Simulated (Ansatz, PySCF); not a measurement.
Reaction (SMILES): [CH]=O -> [CH]=O as singlet, charge +1 + e-
Each molecule is optimised on its own at B3LYP-D3(BJ)/def2-TZVP (Ansatz, an electronic-structure program).
Geometry of the first species:
SMILES: O=[CH]
```xyz
3

C      0.0497     0.5837    -0.0011
O      0.0741    -0.5878    -0.0009
H     -0.8911     1.2003     0.0145
```
Charge 0, spin multiplicity 2.

Quantity: adiabatic ionisation energy (0 K, with B3LYP-D3(BJ) harmonic zero-point energies from PySCF), in eV. Cores are frozen in the correlated levels unless marked. UHF or UKS for open shells. Spin-orbit coupling is left out. Non-relativistic. Basis-set limits of correlation are two-point, X^-3; Hartree-Fock from the larger set.

Measured: 8.12 eV (CCCBDB table in ASE); it holds spin-orbit effects, which all levels lack. This is an older compilation, not checked against later work.

```csv
level,program,adiabatic ionisation energy (eV),error against measurement
HF/def2-TZVPPD,Ansatz,7.79,-0.33
M06-L-D4/def2-TZVPD,PySCF + dftd4,8.18,0.06
PW6B95-D4/def2-TZVPD,PySCF + dftd4,8.38,0.26
MP2/aug-cc-pVDZ,Ansatz,7.89,-0.23
"CCSD/CBS(def2-TZVPPD,def2-QZVPPD)",Ansatz,8.14,0.02
CCSD(T)/6-31G,Ansatz,7.71,-0.41
"CCSD(T)/CBS(aug-cc-pVTZ,aug-cc-pVQZ)",Ansatz,8.16,0.04
```
